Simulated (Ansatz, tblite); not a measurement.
**The cluster Hf₂P₂: rung by rung**

The task here is to estimate one member of a computed series from the others.

The runs use Ansatz 0.2.0, Gaussian basis; as each input shows.

The runs, in order: GFN1-xTB, GFN2-xTB, PBE-D4/def2-TZVP, r2SCAN-D4/def2-TZVP, PBE-QIDH/def2-TZVP, r2SCANh-D4/def2-TZVP, r2SCAN0-D4/def2-TZVP, LC-ωPBE/def2-TZVP, B97M-V/def2-TZVP, PBE-D4/def2-SVP, PBE0-D4/def2-SVP, PBE0-D4/def2-TZVPD, PBE-D4/def2-TZVPD, r2SCAN-D4/def2-TZVPD, CCSD(T)/def2-TZVPP, MP2/def2-TZVP, RPA/def2-TZVP.

1 further run of the same task is left out (set aside as unsound or not needed). Runs told in other sessions of the task aren't counted.

## The structure

The geometry is that of the singlet, from an earlier relaxation (PBE-D4/def2-SVP). At that level it is the lowest of the isomers that a small search found.

4 atoms, charge 0, spin multiplicity 1.

Bond lengths: Hf1–P3 2.417 Å, Hf1–P4 2.417 Å, Hf2–P3 2.417 Å, Hf2–P4 2.417 Å. Angles: P3–Hf1–P4 94.8°, P3–Hf2–P4 94.8°, Hf1–P3–Hf2 68.4°, Hf1–P4–Hf2 68.4°.

Hf takes a core potential in the def2 sets. No spin-orbit coupling is included.

PBE0-D4/def2-TZVP was run before; its log isn't repeated, and its numbers join the tables.

Set-up of the first run:

Tight binding, by tblite at 300 K electronic temperature and without a spin-polarisation term:

```python
tblite.interface.Calculator('GFN1-xTB', numbers, positions, charge=0, uhf=0).singlepoint()
```

Tight binding, by tblite at 300 K electronic temperature and without a spin-polarisation term:

```python
tblite.interface.Calculator('GFN2-xTB', numbers, positions, charge=0, uhf=0).singlepoint()
```

start.molden holds the orbitals of an earlier run on this state, given as this run's starting guess.

File in.yaml:

```yaml
crystal:
  periodic: [false, false, false]
  atoms:
    - {symbol: Hf, position_ang: [0.849792, 0.229355, 1.130747]}
    - {symbol: Hf, position_ang: [-0.263686, -0.922387, -1.064435]}
    - {symbol: P, position_ang: [0.856745, 1.219285, -1.074295]}
    - {symbol: P, position_ang: [-1.442850, -0.526252, 1.007973]}
basis:
  gaussian: {orbitals: def2-TZVP, initial_orbitals: start.molden}
hamiltonian: {xc: pbe, dispersion: d4}
scf: {omitted_lower_state_checks: [starts]}
output: {orbitals: {seedname: orbitals}}
```

The run is started by

```bash
> ansatz run in.yaml --threads 4 --pin off --events-out ev --progress --plain --max-ram 3916MiB
```

Among the steps run: PBE-D4/def2-TZVP; r2SCAN-D4/def2-TZVP; PBE-QIDH/def2-TZVP; r2SCANh-D4/def2-TZVP; r2SCAN0-D4/def2-TZVP; LC-ωPBE/def2-TZVP; B97M-V/def2-TZVP; PBE-D4/def2-SVP; PBE0-D4/def2-SVP; PBE0-D4/def2-TZVPD; PBE-D4/def2-TZVPD; r2SCAN-D4/def2-TZVPD; CCSD(T)/def2-TZVPP; MP2/def2-TZVP; RPA/def2-TZVP.

One table of the session follows, with a row left open; its other results are not shown here.

```
               level  HOMO (eV)  LUMO (eV)  gap (eV)
     PBE-D4/def2-SVP      -4.17      -3.53      0.64
    PBE-D4/def2-TZVP      -4.14      -3.51      0.63
   PBE-D4/def2-TZVPD      -4.17      -3.54      0.63
 r2SCAN-D4/def2-TZVP      -4.21      -3.33      0.88
r2SCAN-D4/def2-TZVPD      -4.23      -3.35      0.87
    B97M-V/def2-TZVP      -4.21      -3.34      0.88
r2SCANh-D4/def2-TZVP          ?          ?         ?
    PBE0-D4/def2-SVP      -4.85      -2.72      2.14
   PBE0-D4/def2-TZVP      -4.79      -2.67      2.12
  PBE0-D4/def2-TZVPD      -4.81      -2.70      2.11
r2SCAN0-D4/def2-TZVP      -4.86      -2.58      2.28
   LC-ωPBE/def2-TZVP      -6.61      -0.92      5.68
```

Q: Estimate the row for r2SCANh-D4/def2-TZVP from the others.

Worked estimate for «HOMO (eV)». Against the share of exact exchange, r2SCAN-D4/def2-TZVP (0, -4.21), r2SCAN0-D4/def2-TZVP (0.25, -4.86) give a slope of -2.60 per unit share; at 0.1 the line stands at -4.47.

The run gave: HOMO (eV): -4.47; LUMO (eV): -3.03; gap (eV): 1.44. In «HOMO (eV)» the line misses by 0.00.
